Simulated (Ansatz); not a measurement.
Relaxation of FH₇Si₂ (10 atoms, charge 0, multiplicity 1), to a largest force component of 0.03 eV/Å in at most 50 steps.

All numbers below come from Ansatz 0.2.0, RHF/def2-SVPD.

```xyz
10
Properties=species:S:1:pos:R:3:forces:R:3
Si -0.084 0.131 -0.037 -0.27 0.35 -0.59
H -0.098 0.161 1.435 -0.08 0.12 0.31
H 1.319 0.217 -0.502 0.01 -0.01 0.00
H -0.792 1.362 -0.475 0.01 0.02 0.00
Si -1.202 -1.789 -0.878 0.04 -0.04 0.02
H -1.945 -2.467 0.214 0.00 0.02 0.00
H -2.172 -1.408 -1.937 0.02 0.02 0.01
H -0.217 -2.736 -1.450 -0.01 -0.02 -0.02
F 1.178 -1.950 1.358 0.10 -0.08 0.44
H 0.915 -1.316 1.954 0.19 -0.38 -0.18
```

Where does it end, and by what steps?

The run converged. The force dipped under the threshold on the way, but the program's further checks kept it going. After 48 steps the energy has fallen by 0.188 eV; F9 moved furthest, 1.61 Å.

```csv
step,energy less start (eV),largest force component (eV/Å),accepted
0,0.0000,0.592,yes
2,-0.1350,0.382,yes
4,-0.1430,0.107,yes
6,-0.1535,0.053,yes
8,-0.1469,0.251,no
10,-0.1593,0.205,yes
12,-0.1630,0.223,yes
14,-0.1688,0.103,yes
16,-0.1706,0.152,yes
18,-0.1720,0.041,yes
20,-0.1725,0.128,yes
22,-0.1733,0.033,yes
24,-0.1708,0.695,no
26,-0.1753,0.028,yes
28,-0.1755,0.415,no
30,-0.1773,0.099,yes
32,-0.1724,0.954,no
34,-0.1799,0.214,yes
36,-0.1808,0.053,yes
38,-0.1814,0.177,yes
40,-0.1832,0.174,yes
42,-0.1837,0.041,yes
44,-0.1848,0.109,yes
46,-0.1863,0.203,yes
48,-0.1876,0.023,yes
```

```xyz
10
Properties=species:S:1:pos:R:3
Si -0.184 0.207 -0.255
H 0.570 -0.187 0.968
H 0.791 0.767 -1.223
H -1.151 1.262 0.132
Si -1.291 -1.686 -1.157
H -2.241 -2.235 -0.160
H -2.040 -1.295 -2.378
H -0.299 -2.731 -1.511
F 1.492 -2.295 2.895
H 1.256 -1.600 2.372
```

Whether the end is a true minimum wasn't checked by a vibrational analysis.

The run took 52 s on 4 threads of Intel(R) Xeon(R) CPU @ 2.60GHz (Ice Lake) (shared host), peak memory 0.31 GiB.
